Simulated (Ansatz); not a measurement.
1T (CdI2-type) SnSe2 was calculated with r²SCANh (PAW; Ansatz, an electronic-structure program).

Input:

Ansatz 0.2 input:
```yaml
crystal:
  lattice:
    - [1.8978690706, -3.2872056565, 0.0]
    - [1.8978690706, 3.2872056565, 0.0]
    - [0.0, 0.0, 6.4930952864]
  atoms:
    - { symbol: Sn, position: [0.0, 0.0, 0.0] }
    - { symbol: Se, position: [0.3333333333, 0.6666666667, 0.2389265454] }
    - { symbol: Se, position: [0.6666666667, 0.3333333333, 0.7610734546] }
basis:
  ecutwfc: 520
  ecutrho_ratio: 4
  xc_grid: 3
kpoints:
  mp_grid: { grid: [9, 9, 4] }
hamiltonian:
  xc: r2scanh
  dispersion: none
  pseudopotentials: { kind: paw }
scf:
  occupations: { method: fermi_dirac, width: 0.01 }
output:
  forces: true
  stress: true
  eigenvalues: true
relax:
  f_tol: 0.01
  escape_saddle: false
  max_steps: 80
  cell: { stress_tol: 0.05, fix: [volume] }
```

The run printed, among other lines:

```
Relaxation: its limit of steps is 80 (relax.max_steps)
Crystal: 3 atoms, lattice volume = 81.017 Å³
Basis set: ecut = 520 eV, 2143 PW (Γ), exchange–correlation on 90×90×150 points (27 copies of the dense FFT grid, shifted against one another)
Bands: 28, of which v1, the nominal top of the filled ones, is band 23 counted from 1 (22 counted from 0)
Symmetry: 12 space group operations
Space group: P-3m1 (ITA 164), of the structure as read, at distance tolerance 4.3e-5 Å
k-points: 43 of 324
Functional: x = r2scan, c = r2scan; τ floored in thin density (d = 2e-4 eV/Å³), warm-up for x = 0.9 r2scan + 0.1 exact, c = r2scan; τ floored in thin density (d = 2e-4 eV/Å³)
SCF iter   1: F=—  HF=-16996.129337 eV  |F-HF|=—  |Δ(HF+E_count)|=         —  Δρ=6.11e-3  dr2=5.30e-2  dr2_τ=7.96e-3
SCF iter   2: F=—  HF=-16996.152387 eV  |F-HF|=—  |Δ(HF+E_count)|=   2.30e-2  Δρ=3.24e-3  dr2=1.77e-2  dr2_τ=4.27e-4
  ...
SCF 1 converged in 9 iterations: F = -16996.149112 eV  dr2 = 2.13e-11
Crystal: 3 atoms, lattice volume = 81.017 Å³
Initial density: handed on by an earlier stage of this run
Functional: x = 0.9 r2scan + 0.1 exact, c = r2scan; τ floored in thin density (d = 2e-4 eV/Å³)
  ...
SCF 10 converged in 5 iterations: F = -16995.514905 eV  dr2 = 5.51e-12
Crystal: 3 atoms, lattice volume = 81.017 Å³
SCF 11 converged in 2 iterations: F = -16995.514905 eV  dr2 = 6.38e-13
Crystal: 3 atoms, lattice volume = 81.017 Å³
Crystal: 3 atoms, lattice volume = 81.017 Å³
SCF 13 converged in 5 iterations: F = -16995.515049 eV  dr2 = 8.14e-12
Crystal: 3 atoms, lattice volume = 81.017 Å³
SCF 14 converged in 2 iterations: F = -16995.515049 eV  dr2 = 2.12e-12
Crystal: 3 atoms, lattice volume = 81.017 Å³
Basis set: ecut = 520 eV, 2165 PW (Γ), exchange–correlation on 90×90×144 points (27 copies of the dense FFT grid, shifted against one another)
SCF 15 converged in 5 iterations: F = -16995.515047 eV  dr2 = 1.89e-11
Crystal: 3 atoms, lattice volume = 81.017 Å³
SCF iter   1: F=—  HF=-16995.515047 eV  |F-HF|=—  |Δ(HF+E_count)|=         —  Δρ=2.03e-7  dr2=2.43e-11  dr2_τ=3.03e-13
SCF iter   2: F=-16995.515047 eV  HF=-16995.515047 eV  |F-HF|=0.00e0  |Δ(HF+E_count)|=  2.18e-11  Δρ=1.01e-7  dr2=3.01e-12  dr2_τ=7.09e-13
SCF 16 converged in 2 iterations: F = -16995.515047 eV  dr2 = 3.01e-12
Free energy (F): -16995.515047 eV
Internal energy: -16995.515047 eV  (E = F + TS)
E sigma→0 (E₀):  -16995.515047 eV
Fermi energy:    7.562202 eV
--- Forces (eV/Å), atoms counted from 1 ---
  atom   1  Sn    -0.00000000     0.00000000     0.00000000
  atom   2  Se    -0.00000000     0.00000000    -0.00182496
  atom   3  Se     0.00000000    -0.00000000     0.00182496
--- Stress (GPa, compression-positive) ---
        0.405003      -0.000000      -0.000000
       -0.000000       0.405003       0.000000
       -0.000000       0.000000       0.378878
  P = ⅓ Tr σ = 0.3963 GPa (3.963 kbar)
```

The cell is one volume of an energy–volume scan, off the minimum.

The PAW data were made under PBE.

Note: the cell comes from a level without a dispersion term, which matters for the spacing of layers, chains or molecules. Note: the cell has widely spaced layers and the level no dispersion term, so their spacing and the moduli can rest on weak binding.

The result took around 21 core-minutes (rough).
